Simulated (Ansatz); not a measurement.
**SiP⁺, triplet: reading a ladder of total energies**

Geometry: a PBE0/def2-TZVP stationary point for this spin.

```xyz
2

Si    0.0000    0.0000    0.0000
P     0.0000    0.0000    2.2166
```

Basis cc-pVDZ; Ansatz 0.2.0. Correlated methods freeze the noble-gas cores, which leaves 8 electrons in 26 orbitals. Prefix R: restricted or restricted open-shell reference; prefix U: unrestricted.

Full CI is exact within this basis and frozen core; it isn't the basis-set limit. The frozen core follows each run's orbitals, which can shift R against U totals by a few meV.

Runs differ by some tens of microhartree through their thresholds and, for an open shell, their frozen cores, so steps under 0.1 kcal/mol mean nothing.

```
    level  total energy (hartree)
      UHF             -629.327579
     UMP2             -629.455527
    UCCSD             -629.491288
 UCCSD(T)             -629.497426
   UCCSDT             -629.498980
UCCSDT(Q)             -629.499438
  UCCSDTQ             -629.499444
  full CI             -629.499452
```

Question: What is the correlation energy at full CI, and what share of it do UMP2 and UCCSD(T) recover?

Answer: E(corr) = -629.499452 − (-629.327579) = -0.171873 hartree = -4.677 eV. UMP2: -0.127948 / -0.171873 = 74.44 %. UCCSD(T): -0.169847 / -0.171873 = 98.82 %.

Question: By how many kcal/mol does UCCSD(T) miss full CI (1 hartree = 627.509 kcal/mol), and which steps make up the rest?

Answer: -629.497426 − (-629.499452) = 0.002026 hartree = 1.27 kcal/mol. Steps: UCCSDT − UCCSD(T) = -0.98, UCCSDT(Q) − UCCSDT = -0.29, UCCSDTQ − UCCSDT(Q) = 0.00, full CI − UCCSDTQ = -0.01 kcal/mol. Differences between like states or geometries often cancel part of this.
